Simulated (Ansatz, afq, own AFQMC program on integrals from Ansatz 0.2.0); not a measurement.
Two steps: Ansatz 0.2.0 writes the Fock matrix and Cholesky factors of the valence space, and afq projects on them the lowest state that overlaps trial and start.

```yaml
crystal:
  periodic: [false, false, false]
  atoms:
    - {symbol: B, position_ang: [0.000000, 0.000000, 0.115089]}
    - {symbol: B, position_ang: [0.000000, 0.000000, -1.407623]}
    - {symbol: H, position_ang: [0.000000, 0.000000, 1.292533]}
basis:
  gaussian: {orbitals: cc-pVDZ}
total_charge: 1
magnetization: {spin_polarized: true, initial_magnetization: 2}
correlation: {method: ccsd_t, electrons: outside_noble_gas, hamiltonian_folder: ham}
```

```sh
$ ansatz run in.yaml --threads 1 --pin off --events-out ev --progress --plain --max-ram 16896MiB --backend cuda --devices 0, --max-vram 18GiB
```

Options of the walk:

```
--method phaseless --trial cisd --walkers 4000 --populations 20 --least-time 60 --time-step 0.005 --steps-per-block 50 --equilibration-blocks 28 --max-blocks 4000 --target-error 0.00015 --factor-cut 1e-05 --start spin_pure --seed 4412 --release-times 0.24,0.51,0.99,1.62,2.4 --release-step 0.03 --release-every 3 --taylor-order 6
```

Times are imaginary, in 1/Eh. The walk had a cap of 122 s. With eight or more populations the least sampling time is a fifth of least-time, and the error comes from their spread.

Log:

```
orbitals 31  electrons 4 2  factors 232 of 308
reference energy -49.47770544 Eh
CCSD correlation -0.10084732 Eh in 12 cycles, weight of the determinant in the CISD state 0.9333
energy of the start -49.578530 Eh
 block  time / (1/Eh)  mean weight  energy / Eh
     1     0.250  1.0000  -49.578198
     2     0.500  1.0001  -49.578611
     3     0.750  0.9999  -49.579182
     4     1.000  0.9998  -49.579639
     5     1.250  0.9998  -49.580044
    10     2.500  0.9998  -49.580821
    15     3.750  1.0002  -49.581408
    20     5.000  1.0000  -49.581791
    25     6.250  0.9997  -49.581397
    30     7.500  0.9999  -49.581385
    35     8.750  1.0000  -49.581520
    40    10.000  1.0001  -49.581433
    45    11.250  1.0002  -49.581524
    50    12.500  0.9997  -49.581558
    55    13.750  1.0000  -49.581357
    59    14.750  1.0001  -49.584068
    60    15.000  1.0000  -49.581415
    63    15.750  1.0000  -49.581008
    65    16.250  0.9999  -49.581105
    70    17.500  1.0002  -49.581288
    75    18.750  1.0001  -49.581578
    78    19.500  1.0002  -49.581459
error from the spread of 20 populations
released: time / (1/Eh)  energy / Eh  error  mean overlap
  0.24  -49.581484  0.000040  0.9992
  0.51  -49.581542  0.000036  0.9992
  0.99  -49.581560  0.000034  1.0018
  1.62  -49.581591  0.000032  0.9992
  2.40  -49.581618  0.000037  0.9945
energy -49.581440 +/- 0.000070 Eh
(rows thinned)
```

The run passed its tests (sampling time, drift between the halves within three errors, error under three times the target), which doesn't prove that it has relaxed.

Against this walk (error 1.9 meV) on the same determinant: CCSD(T) 18.5 meV higher, CCSDT(Q) 4.6 meV lower, CCSDTQ 5.1 meV lower, full CI 5.2 meV lower. The error is statistical and leaves out the bias of the constraint. Released to 2.40 1/Eh the energy lies 4.9 ± 2.1 meV (both errors) below the phaseless value, which shows part or all of the bias of the constraint, and full CI lies 0.3 meV below the released value.

Cautions: constraint bias not in the error.

The walk took 29 s on 1 × NVIDIA H100 80GB HBM3 with 2 threads of AMD EPYC 7R13 Processor (Zen 3), with other jobs on the host (the card was shared). The log's last line is the phaseless energy.

CCSDT and higher add their correlation energy to the determinant of the CCSD(T) run, since their own runs factorise the integrals more tightly (a shift of under 2 meV). A walk keeps the symmetry of its determinant, which the program's search chose and which needn't be the lowest solution, so a lower state of the same spin and another symmetry isn't excluded.
